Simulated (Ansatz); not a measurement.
**Other spins and charges of HBCl, doublet at one geometry**

Geometry (PBE0/def2-TZVP stationary point for this spin, not checked as a minimum):

```yaml
atoms:
  - { symbol: B, position_ang: [0.0000, -0.1861, 1.2546] }
  - { symbol: Cl, position_ang: [0.0000, 0.0365, -0.4405] }
  - { symbol: H, position_ang: [0.0000, 0.7137, 2.0386] }
```

Basis 6-31G; Ansatz 0.2.0. Only valence electrons are correlated (noble-gas cores frozen). Prefix R: restricted or restricted open-shell reference; prefix U: unrestricted. Active spaces: valence = (11e, 9o) chosen from the atoms' valence shells.

Gaps are energies of the second state less the first, at fixed atoms, for a selection of the levels run; each method lands on the state that its own search finds for that charge and spin.

For open shells CISD is restricted-active-space CI with the open shells as a complete middle space.

Removing an electron, to the singlet: 8.292 eV at full CI (doublet A', singlet ion A', in Cs).

```
                   level  gap (eV)  error (meV)
                     RHF     8.843          551
                     UHF     8.863          571
                    RMP2     8.369           77
                    UMP2     8.374           82
                    CISD     8.414          122
                   RCCSD     8.388           96
                   UCCSD     8.388           96
                RCCSD(T)     8.297            5
                UCCSD(T)     8.297            5
                 BCCD(T)     8.294            2
                  RCCSDT     8.284           -8
                  UCCSDT     8.284           -8
               RCCSDT(Q)     8.282          -10
               UCCSDT(Q)     8.284           -8
                 RCCSDTQ     8.288           -4
                 UCCSDTQ     8.288           -4
  CASSCF (valence space)     7.819         -473
  NEVPT2 (valence space)     8.176         -116
  MRCISD (valence space)     8.265          -27
MRCISD+Q (valence space)     8.285           -7
                     PBE     8.698          406
                    BLYP     8.514          222
                  r2SCAN     8.994          702
                    PBE0     8.963          671
                   B3LYP     8.878          586
                 wB97M-V     8.679          387
                  B2PLYP     8.637          345
                 RPA-PBE     8.217          -75
```

Removing an electron, to the triplet: 12.204 eV at full CI (doublet A', triplet ion A', in Cs).

```tsv
level	gap (eV)	error (meV)
UHF	11.710	-494
RCCSD	12.201	-3
RCCSD(T)	12.216	12
RCCSDT	12.208	4
RCCSDT(Q)	12.204	0
RCCSDTQ	12.205	1
MRCISD (valence space)	12.189	-15
PBE	12.590	386
r2SCAN	12.715	511
B2PLYP	12.574	370
```

**Question.** PBE gives 5.691 eV for quartet less doublet. Estimate what full CI gives in 6-31G.

**Answer.** Full CI in 6-31G gives 5.910 eV, so against it PBE is off by -0.219 eV.

Large singles or doubles amplitudes warn of static correlation in the HBCl quartet.

| level | gap (eV) | error (meV) |
| --- | --- | --- |
| RHF | 5.618 | -292 |
| UHF | 5.594 | -316 |
| UMP2 | 6.079 | 169 |
| RCCSD(T) | 5.923 | 13 |
| UCCSDTQ | 5.911 | 1 |
| CASSCF (valence space) | 6.004 | 94 |
| r2SCAN | 5.662 | -248 |
| PBE0 | 5.826 | -84 |
| B3LYP | 5.961 | 51 |
| B2PLYP | 6.050 | 140 |

In so small a basis the reference is far from its limit while semilocal and hybrid functionals are nearer theirs (RPA and double hybrids share much of the reference's basis error), so the functionals' errors here hold much of the reference's basis and frozen-core error, which can add to them or hide them.

Full CI is exact within this basis and frozen core; it isn't the basis-set limit. The frozen core follows each run's orbitals, which can shift R against U totals by a few meV.
